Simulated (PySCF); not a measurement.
CH3S, SMILES C[S], multiplicity 2.

Geometry: PBE-D3(BJ)/def2-TZVP. The isomer is the one that the SMILES or the coordinates give; other isomers of the formula were not compared.

Method: PBE-D3(BJ)/def2-TZVP in PySCF.

Frequencies are harmonic and unscaled.

```tsv
mode	ν (cm⁻¹)	IR (km/mol)	moving atoms (share of kinetic energy)
1	540	50.8	H 79 %, C 19 %
2	714	1.5	C 54 %, S 29 %, H 17 %
3	823	1.8	H 75 %, C 20 %
4	1272	3.7	H 88 %, C 12 %
5	1301	10.4	H 99 %
6	1415	16.9	H 94 %
7	2940	3.4	H 97 %
8	3012	17.1	H 92 %, C 8 %
9	3040	2.1	H 91 %, C 9 %
```
